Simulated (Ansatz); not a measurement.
Barrier CHN (SMILES [C-]#[NH+]) via CHN, on the benchmark's geometries as Psi4's copy gives them; open shells unrestricted, no zero-point energy, no spin–orbit coupling.
Transition structure (charge 0, multiplicity 1):
```xyz
3

C      0.0803     0.6203     0.0000
N      0.0803    -0.5681     0.0000
H     -1.0441     0.2551     0.0000
```

The values were computed with Ansatz (Gaussian orbitals). Values without a source in brackets are computed.

The barrier height (kcal/mol) and the share of exact exchange:

```
functional          exact exchange (%)  value
------------------  ------------------  -----
PBE/def2-TZVPPD                      0  30.68
PBE0/def2-TZVPPD                    25  32.71
BLYP/def2-TZVPPD                     0  31.84
B3LYP/def2-TZVPPD                   20  33.50
BHLYP/def2-TZVPPD                   50  35.63
r2SCAN/def2-TZVPPD                   0  31.86
```

Problem. Take the value as linear in the share of exact exchange along PBE and PBE0. Give the slope, say whether the sign turns, and set the other functionals against that line.

Solution. 
Slope: (32.71 − (30.68))/2.5 = 0.81 kcal/mol for each 10 %. The line keeps its sign from 0 to 100 %. At 50 % it gives 34.7 kcal/mol. The LYP pair gives (35.63 − (31.84))/5 = 0.76 for each 10 %. BHLYP, at 50 %, lies 0.9 from the PBE line. B3LYP, at 20 %, lies 1.2 from the PBE line. r2SCAN, with none, stands 1.2 from PBE.

Ansatz is a quantum-chemistry and plane-wave program.
